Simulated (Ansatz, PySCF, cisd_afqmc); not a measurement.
System: PH$_{2}$, charge 0, doublet. PH2 (SMILES [PH2], doublet).
B3LYP-D3(BJ)/def2-TZVP minimum from Ansatz (a quantum-chemistry and plane-wave program):
```xyz
3

P      0.0052    -0.0015     0.1165
H     -0.0501     1.0329    -0.8596
H     -0.0274    -1.0099    -0.8876
```
Charge 0, spin multiplicity 2.

Atomisation energy term by term, kcal/mol (programs: Ansatz, cisd_afqmc). Radicals and triplets start from unrestricted determinants; spin-orbit coupling is neglected. Correlated methods leave the cores frozen. Rows without X2C or -DK are non-relativistic. The Monte Carlo rows (phaseless AFQMC, CISD trial, step 0.005/hartree) carry one-sigma bars that omit the constraint's bias. Outlying blocks are dropped, and bars are widened where a walk drifts. Over all cases where full CI ran beside it in this data, AFQMC minus full CI had a median of +0.1 mEh and passed +0.4 mEh in a tenth of the cases. CBS(X,Y): correlation extrapolated as X^-3, Hartree-Fock from the larger set (Q,5: extrapolated as (X+1)exp(-9√X)). A bracket is a step between two methods taken in the basis named. '+ core + X2C': CCSD(T) terms for core correlation (cc-pwCVTZ, 1s frozen past Ne) and scalar relativity (cc-pVTZ-DK). Full CI freezes restricted core orbitals, also for open shells; the composite that ends in it estimates full CI at the basis-set limit. For partners of very few electrons the exact lower level stands in for a higher one.

```tsv
term	basis	kcal/mol
Hartree-Fock	CBS(cc-pV(Q+d)Z,cc-pV(5+d)Z)	109.01
CCSD correlation	CBS(cc-pV(Q+d)Z,cc-pV(5+d)Z)	43.84
(T)	CBS(cc-pV(Q+d)Z,cc-pV(5+d)Z)	1.22
CCSDT(Q) - CCSD(T)	cc-pV(Q+d)Z	0.15
FCI - CCSDT(Q)	cc-pV(D+d)Z	0.00
core correlation	cc-pwCVTZ	0.26
scalar relativity	X2C, cc-pVTZ-DK	-0.28
minus zero-point energy	Hessian by PySCF at B3LYP-D3(BJ)/def2-TZVP	-8.38
sum: D0		145.8
```

The step beyond CCSD(T) by other levels: FCI in cc-pV(D+d)Z 0.22; CCSDTQ in cc-pV(D+d)Z 0.21; AFQMC/CISD in cc-pV(D+d)Z 0.15 ± 0.06; CCSDT(Q) in cc-pV(D+d)Z 0.22; AFQMC/CISD in cc-pV(T+d)Z 0.07 ± 0.05; CCSDT(Q) in cc-pV(T+d)Z 0.12; AFQMC/CISD in cc-pV(Q+d)Z 0.07 ± 0.12 kcal/mol.
